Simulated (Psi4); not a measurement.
# N2H3 (SMILES [NH]N) at 6 levels

Wanted: a comparison of 6 runs (U-r2SCAN/def2-TZVP, U-revPBE/def2-TZVP, UB3LYP/def2-TZVP, UBLYP/def2-TZVP, UM06-L/def2-TZVP, UPBE/def2-TZVP) of N2H3. 

Program for the calculation: Psi4 1.11.

## 1. Starting point

The species is N2H3 (5 atoms), meant as a doublet with charge 0. SMILES: `[NH]N`. The N1–N2 distance was set to 1.739 Å, away from the relaxed value.

Bond lengths: N1–H3 1.021 Å, N2–H4 1.008 Å, N2–H5 1.012 Å. Angles: H4–N2–H5 114.6°. A long bond or contact: N1–N2 1.739 Å.

## 2. Energy and forces at U-r2SCAN/def2-TZVP (run 1)

input.in reads:

```
memory 2200 MB

molecule mol {
  0 2
  N
  N 1 1.7394
  H 1 1.021299 2 106.08222
  H 2 1.007527 1 113.89411 3 -167.93368
  H 2 1.0117 4 114.61469 1 -145.08414
  units angstrom
  symmetry c1
}

set {
  reference            uks
  puream               true
  e_convergence        1e-09
  d_convergence        1e-08
  scf_type             pk
  dft_radial_points    99
  dft_spherical_points 590
  maxiter              100
}

E, wfn = gradient('r2scan/def2-TZVP', return_wfn=True)
oeprop(wfn, 'DIPOLE', 'MULLIKEN_CHARGES', 'LOWDIN_CHARGES')
```

Run with:

```sh
psi4 -n 1 input.in input.out
```

input.out:

```text
[...]
  Running in c1 symmetry.
[...]
  Nuclear repulsion =   31.325002263359295
[...]
  Multiplicity = 2
[...]
  Nalpha       = 9
  Nbeta        = 8
[...]
    Number of basis functions: 80
[...]
   @UKS iter   1:  -110.97264673417131   -5.53799e-01   8.15452e-03 DIIS/ADIIS
[...]
   @UKS iter  14:  -111.15369547288547   -8.28493e-12   8.68189e-09 DIIS
[...]
   @S^2 Observed:                7.566035834E-01
[...]
    Orbital Energies [Eh]
    ---------------------
    Alpha Occupied:
       1A    -14.225123     2A    -14.196959     3A     -0.844979
       4A     -0.745634     5A     -0.472508     6A     -0.406138
       7A     -0.311444     8A     -0.290628     9A     -0.214465
    Alpha Virtual:
      10A     -0.052632    11A      0.044431    12A      0.100736
      13A      0.125207    14A      0.327067    15A      0.336089
      16A      0.340513    17A      0.358220    18A      0.384323
      19A      0.409895    20A      0.465883    21A      0.474942
      22A      0.528361    23A      0.536044    24A      0.555845
      25A      0.850430    26A      0.857818    27A      0.960697
[...]
  @UKS Final Energy:  -111.15369547288547
   => Energetics <=
    Nuclear Repulsion Energy =             31.3250022633592948
    One-Electron Energy =                -212.3530039705108550
    Two-Electron Energy =                  84.5672467727743964
    DFT Exchange-Correlation Energy =     -14.6929405385083065
    Empirical Dispersion Energy =           0.0000000000000000
    VV10 Nonlocal Energy =                  0.0000000000000000
    Total Energy =                       -111.1536954728854738
[...]
  -Total Gradient:
     Atom            X                  Y                   Z
    ------   -----------------  -----------------  -----------------
       1       -0.005669114380     0.027610013124    -0.096797703429
       2        0.017601062388    -0.015088663052     0.087837597416
       3       -0.000893371644    -0.014226432456    -0.015437435336
       4       -0.005613754033     0.004009714570     0.013637635392
       5       -0.005461722591    -0.002386942424     0.010737761270
[...]
 Multipole Moments:
 ------------------------------------------------------------------------------------
     Multipole            Electronic (a.u.)      Nuclear  (a.u.)        Total (a.u.)
 ------------------------------------------------------------------------------------
 L = 1.  Multiply by 2.5417464519 to convert [e a0] to [Debye]
 Dipole X            :         -0.1029793            0.4764616            0.3734822
 Dipole Y            :         -0.2206748            0.7329533            0.5122785
 Dipole Z            :         -0.7587342            1.2811157            0.5223815
 Magnitude           :                                                    0.8214626
[...]
  Mulliken Charges: (a.u.)
   Center  Symbol    Alpha    Beta     Spin     Total
       1     N     4.05905  3.16937  0.88967 -0.22842
       2     N     3.81482  3.66278  0.15204 -0.47759
       3     H     0.38081  0.41286 -0.03204  0.20633
       4     H     0.36883  0.37479 -0.00595  0.25638
       5     H     0.37649  0.38021 -0.00372  0.24330
   Total alpha =  9.00000, Total beta =  8.00000, Total charge =  0.00000
  Lowdin Charges: (a.u.)
   Center  Symbol    Alpha    Beta     Spin     Total
       1     N     3.99555  3.16341  0.83215 -0.15896
[...]
```

Wall time 1.7 min (1 thread of Intel Xeon at 2.50GHz (Skylake/Cascade Lake), shared host); peak memory 1.1 GiB.

## 3. Energy and gradient at U-revPBE/def2-TZVP (run 2)

job.py reads:

```python
import psi4

psi4.set_memory(2200000000)
psi4.set_num_threads(1)
psi4.core.set_output_file('output.dat', False)

mol = psi4.geometry("""
0 2
N     -0.205284    -1.134179     0.700811
N     -0.128660     0.235610    -0.368450
H      0.742156    -1.267579     1.058041
H     -1.030950     0.592300    -0.640030
H      0.587360     0.941580    -0.256830
symmetry c1
""")

options = {'basis': 'def2-TZVP', 'reference': 'uks', 'puream': True, 'e_convergence': 1e-09, 'd_convergence': 1e-08, 'scf_type': 'pk', 'dft_radial_points': 99, 'dft_spherical_points': 590, 'maxiter': 100}
psi4.set_options(options)

energy_value, wavefunction = psi4.gradient("revpbe", molecule=mol, return_wfn=True)
psi4.oeprop(wavefunction, "QUADRUPOLE", "DIPOLE", "MAYER_INDICES", title="REVPBE")
print('gradient / Eh bohr^-1')
print(energy_value.np.round(6))
print(f'energy = {wavefunction.energy():.10f} Eh')
```

Run with:

```sh
python job.py
```

output.dat:

```text
[...]
  Running in c1 symmetry.
[...]
  Nuclear repulsion =   31.325002185582974
[...]
  Multiplicity = 2
[...]
  Nalpha       = 9
  Nbeta        = 8
[...]
    Number of basis functions: 80
[...]
   @UKS iter   1:  -110.97697882528269   -4.71615e-01   8.90334e-03 ADIIS/DIIS
[...]
   @UKS iter  14:  -111.19429970660440   -1.37845e-12   8.01195e-09 DIIS
[...]
   @S^2 Observed:                7.535221759E-01
[...]
    Orbital Energies [Eh]
    ---------------------
    Alpha Occupied:
       1A    -14.047772     2A    -14.033423     3A     -0.802604
       4A     -0.704480     5A     -0.457807     6A     -0.391293
       7A     -0.288675     8A     -0.269659     9A     -0.196285
    Alpha Virtual:
      10A     -0.059848    11A      0.011973    12A      0.063373
      13A      0.082045    14A      0.289261    15A      0.298419
      16A      0.307948    17A      0.323063    18A      0.347575
      19A      0.370412    20A      0.417997    21A      0.424029
      22A      0.471779    23A      0.479182    24A      0.513197
      25A      0.813500    26A      0.819462    27A      0.924012
[...]
  @UKS Final Energy:  -111.19429970660440
   => Energetics <=
    Nuclear Repulsion Energy =             31.3250021855829743
    One-Electron Energy =                -212.3441048043073636
    Two-Electron Energy =                  84.5551272601072839
    DFT Exchange-Correlation Energy =     -14.7303243479872883
    Empirical Dispersion Energy =           0.0000000000000000
    VV10 Nonlocal Energy =                  0.0000000000000000
    Total Energy =                       -111.1942997066043972
[...]
  -Total Gradient:
     Atom            X                  Y                   Z
    ------   -----------------  -----------------  -----------------
       1        0.030691677205    -0.072003755734     0.059180985310
       2       -0.015280912439     0.080325521141    -0.043446043613
       3       -0.021192375137    -0.012648149113     0.003282856000
       4        0.011317285480     0.004731620541    -0.008767288317
       5       -0.005535648165    -0.000405028394    -0.010250380227
[...]
 Multipole Moments:
 ------------------------------------------------------------------------------------
     Multipole            Electronic (a.u.)      Nuclear  (a.u.)        Total (a.u.)
 ------------------------------------------------------------------------------------
 L = 1.  Multiply by 2.5417464519 to convert [e a0] to [Debye]
 Dipole X            :         -0.2463538            0.6766118            0.4302580
 Dipole Y            :         -0.6375677            1.3660794            0.7285117
 Dipole Z            :          0.2867021           -0.2855125            0.0011896
 Magnitude           :                                                    0.8460808
 L = 2.  Multiply by 1.3450342976 to convert [e a0^2] to [Debye ang]
 Quadrupole XX       :        -15.8940237            7.6152263           -8.2787974
 Quadrupole XY       :          0.0604037           -1.0284562           -0.9680524
[...]
```

Standard output:

```text
gradient / Eh bohr^-1
[[ 0.030692 -0.072004  0.059181]
 [-0.015281  0.080326 -0.043446]
 [-0.021192 -0.012648  0.003283]
 [ 0.011317  0.004732 -0.008767]
 [-0.005536 -0.000405 -0.01025 ]]
energy = -111.1942997066 Eh
```

Run time: 55 s. Hardware: 1 thread of Intel Xeon at 2.50GHz (Skylake/Cascade Lake), shared host; peak memory 0.9 GiB.

Runs 3 to 4 aren't shown in full; the table further down has their settings and results.

## 4. A single-point energy at UM06-L/def2-TZVP (run 5)

calc.py reads:

```python
import psi4

psi4.set_memory(2200000000)
psi4.set_num_threads(1)
psi4.set_output_file('output.dat', False)

geom = psi4.geometry("""
0 2
N     -0.205284    -1.134179     0.700811
N     -0.128660     0.235610    -0.368450
H      0.742156    -1.267579     1.058041
H     -1.030950     0.592300    -0.640030
H      0.587360     0.941580    -0.256830
symmetry c1
no_reorient
no_com
""")

options = {'basis': 'def2-TZVP', 'reference': 'uks', 'puream': True, 'e_convergence': 1e-09, 'd_convergence': 1e-08, 'scf_type': 'pk', 'dft_radial_points': 99, 'dft_spherical_points': 590, 'maxiter': 100}
psi4.set_options(options)

E, wfn = psi4.energy("m06-l", return_wfn=True)
psi4.oeprop(wfn, "DIPOLE", "LOWDIN_CHARGES", "MULLIKEN_CHARGES")
print(f'm06-l energy: {E:.10f} Eh')
```

Run with:

```sh
python calc.py
```

output.dat:

```text
[...]
  Running in c1 symmetry.
[...]
  Nuclear repulsion =   31.325002185582978
[...]
  Multiplicity = 2
[...]
  Nalpha       = 9
  Nbeta        = 8
[...]
    Number of basis functions: 80
[...]
   @UKS iter   1:  -111.00993430840188   -5.77437e-01   8.19600e-03 ADIIS/DIIS
[...]
   @UKS iter  15:  -111.19273474511614   -8.52651e-13   5.43009e-09 DIIS
[...]
   @S^2 Observed:                7.563593276E-01
[...]
    Orbital Energies [Eh]
    ---------------------
    Alpha Occupied:
       1A    -14.234782     2A    -14.209491     3A     -0.846607
       4A     -0.746790     5A     -0.468001     6A     -0.404346
       7A     -0.306665     8A     -0.285509     9A     -0.206616
    Alpha Virtual:
      10A     -0.049563    11A      0.041612    12A      0.087798
      13A      0.107622    14A      0.320213    15A      0.327102
      16A      0.347715    17A      0.356017    18A      0.375644
      19A      0.404043    20A      0.423205    21A      0.443406
      22A      0.493536    23A      0.497630    24A      0.534851
      25A      0.860319    26A      0.868042    27A      0.967863
[...]
  @UKS Final Energy:  -111.19273474511614
   => Energetics <=
    Nuclear Repulsion Energy =             31.3250021855829779
    One-Electron Energy =                -212.3884497443716839
    Two-Electron Energy =                  84.6159698371466220
    DFT Exchange-Correlation Energy =     -14.7452570234740588
    Empirical Dispersion Energy =           0.0000000000000000
    VV10 Nonlocal Energy =                  0.0000000000000000
    Total Energy =                       -111.1927347451161410
[...]
 Multipole Moments:
 ------------------------------------------------------------------------------------
     Multipole            Electronic (a.u.)      Nuclear  (a.u.)        Total (a.u.)
 ------------------------------------------------------------------------------------
 L = 1.  Multiply by 2.5417464519 to convert [e a0] to [Debye]
 Dipole X            :          4.2867428           -3.8532309            0.4335119
 Dipole Y            :         12.0661011          -11.3831092            0.6829919
 Dipole Z            :         -4.6497893            4.7010868            0.0512975
 Magnitude           :                                                    0.8105812
[...]
  Mulliken Charges: (a.u.)
   Center  Symbol    Alpha    Beta     Spin     Total
       1     N     4.03869  3.16268  0.87601 -0.20136
       2     N     3.78685  3.62913  0.15772 -0.41597
       3     H     0.40093  0.42573 -0.02480  0.17334
       4     H     0.38236  0.38689 -0.00452  0.23075
       5     H     0.39117  0.39558 -0.00440  0.21325
   Total alpha =  9.00000, Total beta =  8.00000, Total charge = -0.00000
  Lowdin Charges: (a.u.)
   Center  Symbol    Alpha    Beta     Spin     Total
       1     N     3.99543  3.16201  0.83341 -0.15744
[...]
```

On the terminal:

```text
m06-l energy: -111.1927347451 Eh
```

Wall time 93 s (1 thread of Intel Xeon at 2.50GHz (Skylake/Cascade Lake), shared host); peak memory 1 GiB.

## 5. Energy and gradient at UPBE/def2-TZVP (run 6)

h3n2.dat reads:

```
memory 2200 MB

molecule system {
  0 2
  N     -0.205284    -1.134179     0.700811
  N     -0.128660     0.235610    -0.368450
  H      0.742156    -1.267579     1.058041
  H     -1.030950     0.592300    -0.640030
  H      0.587360     0.941580    -0.256830
  symmetry c1
}

set {
  reference uks
  puream true
  e_convergence 1e-09
  d_convergence 1e-08
  scf_type pk
  dft_radial_points 99
  dft_spherical_points 590
  maxiter 100
}

E, wfn = gradient("pbe/def2-TZVP", return_wfn=True)
oeprop(wfn, "MAYER_INDICES", "MULLIKEN_CHARGES", "QUADRUPOLE", title="PBE")
```

Run with:

```sh
psi4 -i h3n2.dat -o h3n2.out -n 1
```

h3n2.out:

```text
[...]
  Running in c1 symmetry.
[...]
  Nuclear repulsion =   31.325002185582974
[...]
  Multiplicity = 2
[...]
  Nalpha       = 9
  Nbeta        = 8
[...]
    Number of basis functions: 80
[...]
   @UKS iter   1:  -110.86188627560411   -4.53050e-01   9.12363e-03 ADIIS/DIIS
[...]
   @UKS iter  14:  -111.08945907557359   -1.15108e-12   7.37557e-09 DIIS
[...]
   @S^2 Observed:                7.532768663E-01
[...]
    Orbital Energies [Eh]
    ---------------------
    Alpha Occupied:
       1A    -14.037448     2A    -14.023655     3A     -0.802840
       4A     -0.704059     5A     -0.459722     6A     -0.393456
       7A     -0.290124     8A     -0.271230     9A     -0.197979
    Alpha Virtual:
      10A     -0.062788    11A      0.010568    12A      0.063037
      13A      0.081832    14A      0.285078    15A      0.294198
      16A      0.301886    17A      0.319568    18A      0.342909
      19A      0.365899    20A      0.416986    21A      0.422045
      22A      0.468926    23A      0.476490    24A      0.508393
      25A      0.812122    26A      0.818092    27A      0.923834
[...]
  @UKS Final Energy:  -111.08945907557359
   => Energetics <=
    Nuclear Repulsion Energy =             31.3250021855829743
    One-Electron Energy =                -212.3415119957555532
    Two-Electron Energy =                  84.5431547811011512
    DFT Exchange-Correlation Energy =     -14.6161040465021514
    Empirical Dispersion Energy =           0.0000000000000000
    VV10 Nonlocal Energy =                  0.0000000000000000
    Total Energy =                       -111.0894590755735862
[...]
  -Total Gradient:
     Atom            X                  Y                   Z
    ------   -----------------  -----------------  -----------------
       1        0.030015381156    -0.074310838619     0.061044713893
       2       -0.014922943196     0.081766552294    -0.046037798001
       3       -0.020647577867    -0.012754958288     0.003547399288
       4        0.011142588386     0.005208525168    -0.008567282317
       5       -0.005587428653     0.000090886943    -0.009986961774
[...]
 Multipole Moments:
 ------------------------------------------------------------------------------------
     Multipole            Electronic (a.u.)      Nuclear  (a.u.)        Total (a.u.)
 ------------------------------------------------------------------------------------
 L = 1.  Multiply by 2.5417464519 to convert [e a0] to [Debye]
 Dipole X            :         -0.2396426            0.6766118            0.4369691
 Dipole Y            :         -0.6227821            1.3660794            0.7432974
 Dipole Z            :          0.2813625           -0.2855125           -0.0041500
 Magnitude           :                                                    0.8622356
 L = 2.  Multiply by 1.3450342976 to convert [e a0^2] to [Debye ang]
 Quadrupole XX       :        -15.9083196            7.6152263           -8.2930934
 Quadrupole XY       :          0.0474256           -1.0284562           -0.9810306
[...]
  Mulliken Charges: (a.u.)
   Center  Symbol    Alpha    Beta     Spin     Total
       1     N     4.04062  3.21642  0.82420 -0.25703
       2     N     3.81943  3.61744  0.20200 -0.43687
       3     H     0.38722  0.40637 -0.01915  0.20640
       4     H     0.37283  0.37711 -0.00428  0.25006
       5     H     0.37990  0.38266 -0.00276  0.23744
   Total alpha =  9.00000, Total beta =  8.00000, Total charge = -0.00000
  Mayer Bond Indices:
  Total Bond Index:
[...]
```

Run time: 52 s. Hardware: 1 thread of Intel Xeon at 2.50GHz (Skylake/Cascade Lake), shared host; peak memory 0.9 GiB.

## 6. All runs side by side

| run | level | task | energy (Eh) | dipole moment (D) | HOMO energy (eV) | LUMO energy (eV) | wall time |
| --- | --- | --- | --- | --- | --- | --- | --- |
| 1 | U-r2SCAN/def2-TZVP | gradient | -111.153695 | 2.09 | -5.84 | -2.98 | 1.7 min |
| 2 | U-revPBE/def2-TZVP | gradient | -111.194300 | 2.15 | -5.34 | -3.44 | 55 s |
| 3 | UB3LYP/def2-TZVP | gradient | -111.220131 | 2.09 | -6.81 | -2.65 | 44 s |
| 4 | UBLYP/def2-TZVP | gradient | -111.195888 | 2.20 | -5.30 | -3.53 | 49 s |
| 5 | UM06-L/def2-TZVP | energy | -111.192735 | 2.06 | -5.62 | -3.20 | 93 s |
| 6 | UPBE/def2-TZVP | gradient | -111.089459 | 2.19 | -5.39 | -3.56 | 52 s |

## 7. What came out

| quantity | value |
| --- | --- |
| run 6: total energy | -111.08946 Eh |
| run 6: dipole moment | 2.19 D |
| run 6: HOMO energy (highest over α and β) | -5.39 eV |
| run 6: LUMO energy (lowest over α and β) | -3.56 eV |
| run 6: ⟨S²⟩ | 0.753 |
| run 6: largest force on an atom | 5.180 eV/Å |

**Reading.** The dipole moment (its size) runs from 2.06 D (UM06-L/def2-TZVP) to 2.20 D (UBLYP/def2-TZVP). Totals of different functionals can't be ranked against each other. All runs together took 6.6 min, the longest 1.7 min.
